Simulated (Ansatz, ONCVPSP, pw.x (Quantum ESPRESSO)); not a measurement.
**technetium (bcc): variants of one ONCV potential in the solid**

```json
{
 "Element": "Tc (Z = 43)",
 "Generator": "ONCVPSP 4.0.1",
 "Type": "optimised norm-conserving Vanderbilt (ONCV)",
 "Functional": "PBEsol",
 "Relativity": "scalar-relativistic",
 "Frozen core": "[Ar] 3d10",
 "Valence charge": "15",
 "Reference configuration": "4s2 4p6 4d5 5s2",
 "Partial waves": "4s+5s: rc 1.65 bohr, ncon 4, nbas 7, qcut 6.8 1/bohr, 2 projectors; 4p: rc 1.55 bohr, ncon 4, nbas 9, qcut 7.2 1/bohr, 2 projectors, debl 3.1 Ha; 4d: rc 2.35 bohr, ncon 4, nbas 8, qcut 7.8 1/bohr, 1 projector",
 "Local potential": "polynomial inside 1.15 bohr (lpopt 5, dvloc0 1 Ha)",
 "Core correction": "Teter function, fcfact 6, rcfact 1.75"
}
```

Crystal test: bcc Tc in pw.x 7.5, no spin, 15³ k-points, Fermi–Dirac smearing 0.01 Ry, cutoffs set for each file from its atomic test. The reference is all-electron LAPW (Ansatz 0.2.0) with the same functional, mesh and smearing; V0 and B0 come from Birch–Murnaghan fits to the pressures at five volumes. Errors are pseudo minus all-electron; Δ is the rms difference of the E(V) curves that follow from these fits, minima aligned, over ±6 % about the mean V0. Mesh and smearing are coarse, so the numbers serve the comparison and aren't converged zero-temperature values; the lattice is a test structure that the element need not adopt.

All-electron: a0 = 3.051 Å (V0 = 14.20 Å³/atom), B0 = 316.6 GPa.

3 further variants are left out: they gave no file fit for a test, a broken result, the same result as the base, or pressures whose basis-set error rivals the error shown.

| change | cutoffs (Ry) | pw.x | a0 (Å) | a0 error (%) | B0 error (%) | Δ (meV/atom) | mean pressure error (GPa) |
| --- | --- | --- | --- | --- | --- | --- | --- |
| base | 55/220 | converged | 3.053 | +0.07 | -0.1 | 1.9 | +0.63 |
| local potential polynomial inside 1.55 bohr (lpopt 5, dvloc0 6 Ha) | 55/220 | converged | 3.062 | +0.35 | -0.3 | 10.4 | +3.45 |

(1) Give the row for: core correction Teter function, fcfact 6, rcfact 1.78.

Results:

(1) pw.x: converged; mean pressure error (GPa): +0.62; a0 (Å): 3.053; a0 error (%): +0.06; B0 error (%): -0.1; Δ (meV/atom): 1.9.
